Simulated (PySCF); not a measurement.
**How good is the calculation?**

Atoms are numbered as in `[CH3:1][S:2]([CH3:3])=[O:4]`. Each H is labelled by its parent atom.

What is known from experiment: δ 33S S2 233.0 ppm (measured; liquid, neat; H. L. Retcofsky, R. A. Friedel, J. Am. Chem. Soc. 94 (1972) 6579).
δ 13C C1/C3 40.1; δ 1H H(C1)/H(C3) 2.63 ppm (measured; solution, TFE-d3, 298 K; Fulmer et al., Organometallics 2010, 29, 2176).
δ 13C C1/C3 40.8; δ 1H H(C1)/H(C3) 2.62 ppm (measured; solution, CDCl3, 298 K; Fulmer et al., Organometallics 2010, 29, 2176).
δ 13C C1/C3 40.1; δ 1H H(C1)/H(C3) 2.50 ppm (measured; solution, not stated per compound (mostly CDCl3 or CCl4); Pretsch, Buehlmann, Badertscher, Structure Determination of Organic Compounds, 4th ed. (2009)).

Level of theory: σ from GIAO-PBE0/pcSseg-1, GFN2-xTB structure, in PySCF (gas phase, single conformer, rapidly exchanging positions averaged, relativity neglected).

Q: Set the calculated values beside the experiment.

A: 
Reference values: measured (liquid, neat; H. L. Retcofsky, R. A. Friedel, J. Am. Chem. Soc. 94 (1972) 6579).
| atoms | quantity | reference | computed |
| --- | --- | --- | --- |
| S2 | δ 33S vs CS2 | 233.0 | 305.9 |

Reference values: measured (solution, TFE-d3, 298 K; Fulmer et al., Organometallics 2010, 29, 2176).
```json
{"atoms": "C1/C3", "quantity": "δ 13C", "reference": "40.1", "computed": "47.9", "computed, scaled": "44.5"}
{"atoms": "H(C1)/H(C3)", "quantity": "δ 1H", "reference": "2.63", "computed": "2.25", "computed, scaled": "2.21"}
```

Reference values: measured (solution, CDCl3, 298 K; Fulmer et al., Organometallics 2010, 29, 2176).
```
      atoms  quantity  reference  computed  computed, scaled
      C1/C3     δ 13C       40.8      47.9              44.5
H(C1)/H(C3)      δ 1H       2.62      2.25              2.21
```

Reference values: measured (solution, not stated per compound (mostly CDCl3 or CCl4); Pretsch, Buehlmann, Badertscher, Structure Determination of Organic Compounds, 4th ed. (2009)).
```tsv
atoms	quantity	reference	computed	computed, scaled
C1/C3	δ 13C	40.1	47.9	44.5
H(C1)/H(C3)	δ 1H	2.50	2.25	2.21
```

Computed shifts are σ(ref) − σ with the named reference compound (TMS for H and C) calculated as an isolated molecule at the same level. The measured values may be among those fitted. Empirical linear scaling, fitted to shifts measured mostly in CDCl3 for H and C (δ vs TMS): 1H (scatter 0.17 ppm rms, 0.18 ppm with the 4 outliers that the fit left out); 13C (scatter 2.1 ppm rms, 2.3 ppm with the 13 outliers that the fit left out); 33S (scatter 33.3 ppm rms vs sulfate, solution or neat liquid). A few per cent of atoms miss by over 2 rms, more outside the fitted compound classes.

Q: How far are the unscaled 13C shifts from the references?

A: Mean signed difference +7.57 ppm, mean absolute 7.57 ppm over 3 comparisons; the largest is +7.8 ppm at C1/C3 (methyl carbon bonded to S).

Q: How far are the unscaled 1H shifts from the references?

A: Mean signed difference -0.33 ppm, mean absolute 0.33 ppm over 3 comparisons; the largest is -0.38 ppm at H(C1)/H(C3) (hydrogen on a methyl carbon bonded to S).

7 of the 29 published NMR values on file for this molecule are compared. The rest: values from further sources, protons in aromatic solvents.
